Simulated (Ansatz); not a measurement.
```yaml
crystal:
  periodic: [false, false, false]
  atoms:
    - {symbol: C, position_ang: [-0.294045, 0.825938, -0.151771]}
    - {symbol: C, position_ang: [-0.061833, -0.632858, 0.099783]}
    - {symbol: S, position_ang: [1.233018, -1.118772, 1.240796]}
    - {symbol: S, position_ang: [1.246406, -1.468215, -0.797639]}
    - {symbol: H, position_ang: [0.655618, 1.354434, -0.236405]}
    - {symbol: H, position_ang: [-0.860591, 0.964144, -1.076373]}
    - {symbol: H, position_ang: [-0.871539, 1.263035, 0.667014]}
    - {symbol: H, position_ang: [-0.954833, -1.244708, 0.198793]}
basis:
  gaussian: {orbitals: x2c-TZVPPall}
hamiltonian: {xc: {name: HF}}
correlation: {method: mp2, frozen_orbitals: {C: 9}}
```

```sh
$ ansatz run in.yaml --threads 2 --pin off --events-out ev --progress --plain --max-ram 4352MiB
```

How does Ansatz answer? (An estimate is asked.)

Ansatz gave: The input was rejected before any iteration.
```
Functional definition: HF
Error: "frozen_orbitals" has no count for S
```
